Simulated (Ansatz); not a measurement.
Reaction (SMILES): C#N (CH-N) + H+ → [NH+]#C
B3LYP-D3(BJ)/def2-TZVP geometries, fixed; electronic energies without zero-point terms; positive where energy is released.

Basis-set convergence of the proton affinity at HF with Ansatz (an electronic-structure program). Cartesian d functions, on some or all atoms, in 6-31G*, 6-31+G*; all else is spherical. The proton sits at the site shown, which need not be the one that binds it best. No added dispersion term, no relativity. Functions are those of the species that has most. Reference: the value in aug-pcseg-3, 180.37 kcal/mol, itself unsure by roughly 0.09 kcal/mol (its mean distance from aug-cc-pVQZ, def2-QZVPPD, pcseg-3). Deviations are taken from unrounded values.

```tsv
basis	functions	proton affinity (kcal/mol)
6-31G*	34	178.08
6-31+G*	42	176.18
cc-pVDZ	38	178.69
aug-cc-pVDZ	64	177.97
def2-SVP	38	181.28
def2-SVPD	56	181.10
pcseg-1	38	176.79
aug-pcseg-1	64	177.75
6-311G**	48	179.60
6-311+G**	56	178.84
def2-TZVP	74	179.68
def2-TZVPD	92	179.67
cc-pVTZ	88	180.32
aug-cc-pVTZ	138	180.05
pcseg-2	88	180.42
aug-pcseg-2	138	180.42
def2-TZVPP	90	180.17
def2-TZVPPD	108	180.12
cc-pVQZ	170	180.27
aug-cc-pVQZ	252	180.22
def2-QZVPP	174	180.27
def2-QZVPPD	192	180.26
pcseg-3	186	180.37
aug-pcseg-3	268	180.37
```

What the diffuse functions change, pair by pair:
- 6-31G* to 6-31+G*: 8 more functions, deviation -2.28 to -4.19 kcal/mol
- cc-pVDZ to aug-cc-pVDZ: 26 more functions, deviation -1.68 to -2.39 kcal/mol
- def2-SVP to def2-SVPD: 18 more functions, deviation 0.92 to 0.74 kcal/mol
- pcseg-1 to aug-pcseg-1: 26 more functions, deviation -3.57 to -2.61 kcal/mol
- 6-311G** to 6-311+G**: 8 more functions, deviation -0.77 to -1.52 kcal/mol
- def2-TZVP to def2-TZVPD: 18 more functions, deviation -0.68 to -0.70 kcal/mol
- cc-pVTZ to aug-cc-pVTZ: 50 more functions, deviation -0.05 to -0.32 kcal/mol
- pcseg-2 to aug-pcseg-2: 50 more functions, deviation 0.06 to 0.06 kcal/mol
- def2-TZVPP to def2-TZVPPD: 18 more functions, deviation -0.20 to -0.24 kcal/mol
- cc-pVQZ to aug-cc-pVQZ: 82 more functions, deviation -0.10 to -0.15 kcal/mol
- def2-QZVPP to def2-QZVPPD: 18 more functions, deviation -0.10 to -0.11 kcal/mol
- pcseg-3 to aug-pcseg-3: 82 more functions, deviation 0.01 to 0.00 kcal/mol

Leaving out the reference's own pair, they bring the value nearer the reference by more than 0.09 kcal/mol in 2 of 11 pairs.
